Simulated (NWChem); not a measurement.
# doublet [F2]+: levels of theory compared

Aim: a comparison of 6 runs (UCAM-B3LYP/cc-pVTZ, U-r2SCAN/cc-pVTZ, U-wB97X/cc-pVTZ, UB2PLYP/cc-pVTZ, UPBE/cc-pVTZ, UPBE0/cc-pVTZ) of doublet [F2]+. 

The calculation is run with NWChem 7.3.0.

## (1) The structure to begin with

The species is [F2]+ (2 atoms), meant as a doublet with charge +1. SMILES of the parent species: `FF`. The shape is that of a PBE0-D4/def2-TZVP optimisation. That shape belongs to the parent species and isn't relaxed for this state.

Bond lengths: F1–F2 1.376 Å.

## (2) The energy at UCAM-B3LYP/cc-pVTZ (run 1)

Input file input.nw:

```
START input
TITLE "F2 CAM-B3LYP"
memory stack 880 mb heap 220 mb global 1100 mb
charge 1
GEOMETRY units angstroms noautosym nocenter noautoz
F       -0.583900       0.212400      -0.295000
F        0.583900      -0.212400       0.295000
END
BASIS spherical bse
* library cc-pVTZ
END
DFT
xc xcamb88 1.00 lyp 0.81 vwn_5 0.19 hfexch 1.00
cam 0.33 cam_alpha 0.19 cam_beta 0.46
mult 2
grid xfine
convergence energy 1e-08
direct
iterations 100
mulliken
print low
END
TASK dft
```

Run with:

```
$ nwchem input.nw > input.out
```

Standard output:

```text
[...]
 d= 0,ls=0.0,diis     1   -198.9384276389 -2.30D+02  1.67D-03  1.65D-01     1.6
[...]
 d= 0,ls=0.0,diis     7   -198.9574094361 -6.37D-09  1.46D-07  2.40D-10    10.5
[...]
         Total DFT energy =     -198.957409436095
      One electron energy =     -331.263014489820
           Coulomb energy =      121.332473229220
    Exchange-Corr. energy =      -20.186321180672
 Nuclear repulsion energy =       31.159453005178
[...]
      Total Density - Mulliken Population Analysis
     ---------------------------------------------
    Atom       Charge   Shell Charges
 -----------   ------   -------------------------------------------------------
    1 F    9     8.50   1.94  0.31  1.13  0.60  1.48  2.15  0.87  0.00  0.02  0.00
    2 F    9     8.50   1.94  0.31  1.13  0.60  1.48  2.15  0.87  0.00  0.02  0.00
[...]
      <S2> =      0.7532 (Exact =     0.7500)
[...]
```

Wall time 11 s (1 thread of Intel Xeon Platinum 8488C (Sapphire Rapids), shared host); peak memory 0.11 GiB.

## (3) A single-point energy at U-r2SCAN/cc-pVTZ (run 2)

Input file struct.nw:

```
start struct
title "F2"
memory 2200 mb
charge 1
geometry units au noautosym nocenter noautoz
   F     -1.10341108     0.40137783    -0.55746921
   F      1.10341108    -0.40137783     0.55746921
end
basis "ao basis" spherical bse
   * library cc-pVTZ
end
dft
   xc r2scan
   mult 2
   grid xfine
   convergence energy 1e-08
   maxiter 100
   mulliken
   print medium
end
task dft energy
```

Run with:

```
$ nwchem struct.nw > struct.out
```

Standard output:

```text
[...]
          Wavefunction type:  spin polarized.
          No. of atoms     :     2
          No. of electrons :    17
[...]
          Charge           :     1
          Spin multiplicity:     2
[...]
          AO basis - number of functions:    60
[...]
              XC Information
              --------------
                      r^2SCAN Method XC Functional
               r^2SCAN metaGGA Exchange Functional  1.000
                     r^2SCAN Correlation Potential  1.000
[...]
 d= 0,ls=0.0,diis     1   -198.9194545828 -2.30D+02  1.87D-03  1.62D-01     1.3
[...]
 d= 0,ls=0.0,diis     7   -198.9380626093 -3.54D-09  1.35D-07  3.02D-10     8.4
[...]
         Total DFT energy =     -198.938062609268
      One electron energy =     -331.356569888457
           Coulomb energy =      121.441916050686
    Exchange-Corr. energy =      -20.182859576650
 Nuclear repulsion energy =       31.159450805153
[...]
      Total Density - Mulliken Population Analysis
     ---------------------------------------------
    Atom       Charge   Shell Charges
 -----------   ------   -------------------------------------------------------
    1 F    9     8.50   1.94  0.31  1.14  0.59  1.47  2.19  0.83  0.00  0.02  0.00
    2 F    9     8.50   1.94  0.31  1.14  0.59  1.47  2.19  0.83  0.00  0.02  0.00
[...]
      <S2> =      0.7529 (Exact =     0.7500)
[...]
```

Wall time 9 s (1 thread of Intel Xeon Platinum 8488C (Sapphire Rapids), shared host); peak memory 0.11 GiB.

Run 3 isn't shown in full; the table further down has it.

## (4) A single-point energy at UB2PLYP/cc-pVTZ (run 4)

Input file f2.xyz:

```xyz
2

F     -0.583900     0.212400    -0.295000
F      0.583900    -0.212400     0.295000
```

Input file f2.nw:

```
echo
start f2
memory total 2200 mb
charge 1

geometry units angstrom noautosym nocenter noautoz
   load f2.xyz
end

basis spherical bse
   * library cc-pVTZ
end

dft
   xc hfexch 0.53 becke88 0.47 lyp 0.73 mp2 0.27
   dftmp2 semidirect
   mult 2
   grid xfine
   convergence energy 1e-08
   maxiter 100
   mulliken
end

mp2
   freeze core 2
end

task dft energy
```

Run with:

```
$ nwchem f2.nw > f2.out
```

Standard output:

```text
[...]
          Wavefunction type:  spin polarized.
          No. of atoms     :     2
          No. of electrons :    17
[...]
          Charge           :     1
          Spin multiplicity:     2
[...]
          AO basis - number of functions:    60
[...]
              XC Information
              --------------
                     Hartree-Fock (Exact) Exchange  0.530
                    Becke 1988 Exchange Functional  0.470
              Lee-Yang-Parr Correlation Functional  0.730
[...]
 d= 0,ls=0.0,diis     1   -198.7097261850 -2.30D+02  1.34D-03  1.29D-01     1.2
[...]
 d= 0,ls=0.0,diis     8   -198.7307332669 -7.15D-10  6.36D-08  5.43D-11     9.9
[...]
         Total DFT energy =     -198.730733266871
      One electron energy =     -331.199908331947
           Coulomb energy =      121.278493498497
    Exchange-Corr. energy =      -19.968771438599
 Nuclear repulsion energy =       31.159453005178
[...]
      Total Density - Mulliken Population Analysis
     ---------------------------------------------
    Atom       Charge   Shell Charges
 -----------   ------   -------------------------------------------------------
    1 F    9     8.50   1.95  0.30  1.15  0.58  1.45  2.19  0.85  0.00  0.02  0.00
    2 F    9     8.50   1.95  0.30  1.15  0.58  1.45  2.19  0.85  0.00  0.02  0.00
[...]
      <S2> =      0.7577 (Exact =     0.7500)
[...]
  Basis functions       =     60
[...]
```

Wall time 12 s (1 thread of Intel Xeon Platinum 8488C (Sapphire Rapids), shared host); peak memory 0.13 GiB.

Run 5 isn't shown in full; the table further down has it.

## (5) The energy at UPBE0/cc-pVTZ (run 6)

Input file f2.nw:

```
start f2
memory 2200 mb
charge 1

geometry noautosym nocenter noautoz
F     -0.583900     0.212400    -0.295000
F      0.583900    -0.212400     0.295000
end

basis spherical bse
* library cc-pVTZ
end

dft
xc pbe0
mult 2
grid xfine
convergence energy 1e-08
maxiter 100
mulliken
end

task dft energy
```

Run with:

```
$ nwchem f2.nw > f2.out
```

Standard output:

```text
[...]
          Wavefunction type:  spin polarized.
          No. of atoms     :     2
          No. of electrons :    17
[...]
          Charge           :     1
          Spin multiplicity:     2
[...]
          AO basis - number of functions:    60
[...]
              XC Information
              --------------
                         PBE0 Method XC Functional
                     Hartree-Fock (Exact) Exchange  0.250
          PerdewBurkeErnzerhof Exchange Functional  0.750
            Perdew 1991 LDA Correlation Functional  1.000 local
           PerdewBurkeErnz. Correlation Functional  1.000 non-local
[...]
 d= 0,ls=0.0,diis     1   -198.8010196409 -2.30D+02  1.62D-03  1.60D-01     1.2
[...]
 d= 0,ls=0.0,diis     7   -198.8199074486 -3.33D-09  8.38D-08  7.68D-11     7.7
[...]
         Total DFT energy =     -198.819907448612
      One electron energy =     -331.260255078712
           Coulomb energy =      121.331242335233
    Exchange-Corr. energy =      -20.050347710311
 Nuclear repulsion energy =       31.159453005178
[...]
      Total Density - Mulliken Population Analysis
     ---------------------------------------------
    Atom       Charge   Shell Charges
 -----------   ------   -------------------------------------------------------
    1 F    9     8.50   1.94  0.31  1.15  0.59  1.46  2.18  0.85  0.00  0.02  0.00
    2 F    9     8.50   1.94  0.31  1.15  0.59  1.46  2.18  0.85  0.00  0.02  0.00
[...]
      <S2> =      0.7534 (Exact =     0.7500)
[...]
```

It took 8.4 s on 1 thread of Intel Xeon Platinum 8488C (Sapphire Rapids), shared host; peak memory 0.11 GiB.

## (6) All runs side by side

| run | level | frozen core orbitals | energy (Eh) | ⟨S²⟩ | wall time |
| --- | --- | --- | --- | --- | --- |
| 1 | UCAM-B3LYP/cc-pVTZ | – | -198.957409 | 0.753 | 11 s |
| 2 | U-r2SCAN/cc-pVTZ | – | -198.938063 | 0.753 | 9 s |
| 3 | U-wB97X/cc-pVTZ | – | -198.962539 | 0.753 | 15 s |
| 4 | UB2PLYP/cc-pVTZ | 2 | -198.914579 | 0.758 | 12 s |
| 5 | UPBE/cc-pVTZ | – | -198.852054 | 0.751 | 9.6 s |
| 6 | UPBE0/cc-pVTZ | – | -198.819907 | 0.753 | 8.4 s |

## (7) Results

| quantity | value |
| --- | --- |
| run 6: total energy | -198.81991 Eh |
| run 6: HOMO energy (highest over α and β) | -24.29 eV |
| run 6: LUMO energy (lowest over α and β) | -19.89 eV |
| run 6: ⟨S²⟩ | 0.753 |

What this shows: Totals of different functionals can't be ranked against each other. All runs together took 65 s, the longest 15 s.
